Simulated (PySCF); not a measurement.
Mapped SMILES: `[SiH2-:1][O:2][SiH3:3]`. Hydrogens are named by the atom that carries them.

Geometry: PBE0-D3(BJ)/def2-SVP; GIAO shifts from PySCF 2.14.0 with density-fitted response routines, gas phase, non-relativistic, averaged over equivalent atoms.

At PBE0/pcSseg-1 (90 basis functions, 3 s wall time on 1 thread of an x86-64 server CPU, shared host):
```csv
atoms,δ (ppm)
Si1,10.6
Si3,-54.4
O2,-23.4
H(Si1),5.98
H(Si3),4.57
```

Scale: ²⁹Si (σ = 351.99 ppm) and ¹H (σ = 31.27 ppm) against TMS; ¹⁷O (σ = 334.56 ppm) vs H2O (reference shieldings calculated alike).

Q: What do these become at KT2/pcSseg-2?

A: 
| atoms | δ at KT2/pcSseg-2 | change |
| --- | --- | --- |
| Si1 | 17.5 | +6.9 |
| Si3 | -58.2 | -3.8 |
| O2 | -6.4 | +17.0 |
| H(Si1) | 6.69 | +0.71 |
| H(Si3) | 4.85 | +0.28 |

δ = σ(ref) − σ, references computed at the same level: ²⁹Si (σ = 350.99 ppm), ¹H (σ = 31.18 ppm) vs TMS; H2O for ¹⁷O (σ = 324.36 ppm).

The largest change is at O2 (oxygen bonded to 2 Si). Cost: 192 basis functions, 12 s wall time on 1 thread of an x86-64 server CPU, shared host.

Experimental scales use liquid or dissolved standards, which lie at an offset from isolated H2O (liquid H2O: subtract about 36 ppm).
